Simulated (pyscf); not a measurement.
Single points on ωB97X-D3(BJ)/def2-SVP structures (PySCF, gas phase).

Q: Estimate the classical barrier height and the reaction energy of `[NH2][SiH3]` + `[NH2][AlH2]` → `[AlH2][NH][SiH3]` + `[NH3]` at ωB97M-D3(BJ)/def2-TZVP. The step runs on the singlet surface, breaks H–N, Al–N and forms Al–N, H–N; take the separated reactants as zero.

A: ΔE‡ = -8.0 kcal/mol, ΔE = -1.9 kcal/mol. Zero-point energy shifts the barrier by +0.3 kcal/mol. It is a four-centre exchange, with an imaginary mode of 1341i cm⁻¹. On the reactant side the descent ends in an adduct with a Al–N contact, 24.2 kcal/mol under the separated species and 13.3 kcal/mol under the saddle at ωB97X-D3(BJ)/def2-TZVP. On the product side the descent ends in an adduct with a Al–N contact, 28.8 kcal/mol under the separated species and 21.0 kcal/mol under the saddle at ωB97X-D3(BJ)/def2-TZVP. At ωB97M-D3(BJ) the saddle lies under the separated reactants, which points to a path from their complex (located at ωB97X-D3(BJ) alone). At ωB97M-D3(BJ) the saddle lies under the separated products, which points to a path from their complex (located at ωB97X-D3(BJ) alone). What is counted as formed (Al–N) is already present as a longer contact in the reactant adduct; forming that adduct is a step of its own. What is counted as broken (Al–N) persists as a longer contact in the product adduct; parting that adduct is a step of its own. At ωB97X-D3(BJ)/def2-TZVP the barrier from the zero used here is -10.9 kcal/mol. One saddle was located; it need not be the lowest between these sides.
